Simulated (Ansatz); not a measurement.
# C₄H₇N: up Jacob's ladder to CCSD(T)

How much do the methods differ for C₄H₇N? The plan is to run it at one geometry with functionals of several rungs and with coupled cluster, and see how far each lands from CCSD(T) at the basis-set limit for the atomisation energy.

Method: functionals in def2-TZVPP, the program's frozen cores in correlated methods; program: Ansatz 0.2.0, Gaussian basis.

The runs, in order: LDA (SPW92), PBE-D4, revPBE-D4, BLYP-D4, r2SCAN-D4, B97M-V, PBE0-D4, B3LYP-D4, r2SCANh-D4, r2SCAN0-D4, HSE06-D4, BHLYP-D4, CAM-B3LYP-D4, LC-ωPBE, ωB97X-V, ωB97M-V, B2PLYP, PBE-QIDH; CCSD(T)/def2-SVP; CCSD(T)/def2-TZVPP; MP2/def2-QZVPP; extrapolation to the limit; RPA on PBE.

**1. The geometry**

All runs share one geometry, relaxed beforehand with PBE0-D4 in a triple-zeta def2 set.

SMILES `C#CC(C)N`, 12 atoms, charge 0, spin multiplicity 1.

Atoms are counted from 1 here; the program's logs count them from 0.

Bond lengths: C1–C2 1.202 Å, C1–H6 1.064 Å, C2–C3 1.467 Å, C3–C4 1.522 Å, C3–N5 1.459 Å, C3–H7 1.096 Å, C4–H8 1.091 Å, C4–H9 1.093 Å, C4–H10 1.091 Å, N5–H11 1.013 Å, N5–H12 1.014 Å. Angles: C2–C1–H6 179.8°, C1–C2–C3 178.3°, C2–C3–C4 110.9°, C2–C3–N5 113.5°, C2–C3–H7 107.5°, C4–C3–N5 109.6°, C4–C3–H7 108.1°, N5–C3–H7 106.9°, C3–C4–H8 109.4°, C3–C4–H9 110.3°, C3–C4–H10 110.9°, H8–C4–H9 108.7°, H8–C4–H10 109.5°, H9–C4–H10 108.0°, C3–N5–H11 109.9°, C3–N5–H12 109.2°, H11–N5–H12 106.3°.

**2. LDA**

This LDA is Slater exchange with PW92 correlation.

in.yaml

```yaml
crystal:
  periodic: [false, false, false]
  atoms:
    - {symbol: C, position_ang: [-0.913397, 1.987435, -0.915853]}
    - {symbol: C, position_ang: [-0.285904, 1.018609, -0.581957]}
    - {symbol: C, position_ang: [0.448012, -0.189335, -0.188817]}
    - {symbol: C, position_ang: [0.528948, -0.307932, 1.326843]}
    - {symbol: N, position_ang: [-0.109862, -1.416955, -0.747182]}
    - {symbol: H, position_ang: [-1.466636, 2.847093, -1.211838]}
    - {symbol: H, position_ang: [1.468296, -0.096805, -0.578682]}
    - {symbol: H, position_ang: [1.112565, -1.190877, 1.590545]}
    - {symbol: H, position_ang: [-0.472034, -0.409630, 1.753598]}
    - {symbol: H, position_ang: [0.992685, 0.577542, 1.763056]}
    - {symbol: H, position_ang: [-0.162683, -1.343927, -1.756424]}
    - {symbol: H, position_ang: [-1.063090, -1.530416, -0.419087]}
basis:
  gaussian: {orbitals: def2-TZVPP}
hamiltonian: {xc: lda}
output: {orbitals: {seedname: orbitals}}
```

Run with:

```console
> ansatz run in.yaml --threads 4 --pin off --events-out ev --progress --plain --max-ram 10444MiB
```

Further steps of the session: PBE-D4 (GGA); revPBE-D4 (GGA); BLYP-D4 (GGA); r2SCAN-D4 (meta-GGA); B97M-V (meta-GGA); B3LYP-D4 (hybrid); r2SCANh-D4 (hybrid); r2SCAN0-D4 (hybrid); HSE06-D4 (hybrid); BHLYP-D4 (hybrid); CAM-B3LYP-D4 (range-separated); LC-ωPBE (range-separated); ωB97X-V (range-separated); ωB97M-V (range-separated); B2PLYP (double hybrid); PBE-QIDH (double hybrid); CCSD(T) in def2-SVP; CCSD(T) in def2-TZVPP; MP2 in def2-QZVPP; RPA on PBE orbitals.

**Question.** What will the summary of the whole plan be? Wanted: atomisation energy, CCSD(T)/CBS; farthest beyond LDA; mean size of error, GGA; mean size of error, meta-GGA; mean size of error, hybrid; mean size of error, range-separated; mean size of error, double hybrid; gap, smallest and largest; T1 diagnostic.

As calculated:

| quantity | value |
| --- | --- |
| atomisation energy, CCSD(T)/CBS | 50.492 eV |
| functionals within 0.252 eV (0.5 %) | revPBE-D4, BLYP-D4, r2SCAN-D4, B97M-V, B3LYP-D4, LC-ωPBE, ωB97X-V, ωB97M-V, PBE-QIDH |
| farthest beyond LDA | PBE-D4 (+1.485 eV) |
| mean size of error, GGA | 0.631 eV |
| mean size of error, meta-GGA | 0.024 eV |
| mean size of error, hybrid | 0.597 eV |
| mean size of error, range-separated | 0.147 eV |
| mean size of error, double hybrid | 0.213 eV |
| gap, smallest and largest | 5.52 eV (LDA (SPW92)), 12.96 eV (LC-ωPBE) |
| T1 diagnostic | 0.0106 |
| triples share of the correlation energy | 4.3 % |

In words: The LDA atomisation energy is off by 7.569 eV (15 %): it overbinds. PBE-D4 is off by +1.485 eV. Double hybrids carry the basis error of their MP2 part in triple zeta, and no dispersion term here, so their miss is partly the set-up's. The rungs meta-GGA, range-separated, double hybrid miss on average by less than the doubt on the reference (0.252 eV), so they tie. The reference freezes the cores and leaves out relativity and excitations past (T), so misses under about 0.252 eV can't be ranked. Hartree-Fock recovers 72 % of the binding; the rest is correlation. CCSD(T) in def2-SVP is off by -2.285 eV, so the small basis spoils what the method gains. Orbital gaps span 5.5 to 13.0 eV; exact exchange widens them.
